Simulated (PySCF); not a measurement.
An unknown shows these calculated signals:

1H NMR (600 MHz, computed): δ 7.65 (s, 6H).

13C{1H} NMR (computed): δ 135.1 (CH).

- σ from GIAO-B97-2/pcSseg-2
- geometry from PBE0-D3(BJ)/def2-TZVP
- B3LYP/pcJ-2 coupling constants (without the spin–dipole term)
- program: PySCF 2.14
- single conformer, gas phase, one averaged value for each set of equivalent atoms, no relativistic terms

δ = σ(ref) − σ, references computed at the same level: 1H, 13C vs TMS.

Task: Which of these does the molecule contain: a C≡C triple bond, a carboxylic acid, a benzene ring, a non-aromatic C=C double bond?

Result: 
- A C≡C triple bond: no.
- A carboxylic acid: no.
- A benzene ring: yes.
- A non-aromatic C=C double bond: no.

The data belong to SMILES c1ccccc1, C6H6; they needn't prove each group on their own.

Carbon signals by region: 1 in the sp2 and nitrile region (100–160 ppm).

Shifts are as computed. Against solution values, carbons near 30 ppm lie about +3 ppm off and those near 130 ppm about +7 ppm. Of 1309 compounds with measured shifts, 239 miss one by over three times the rms of a fit or turn the order of signals round; such compounds aren't used in these exercises.
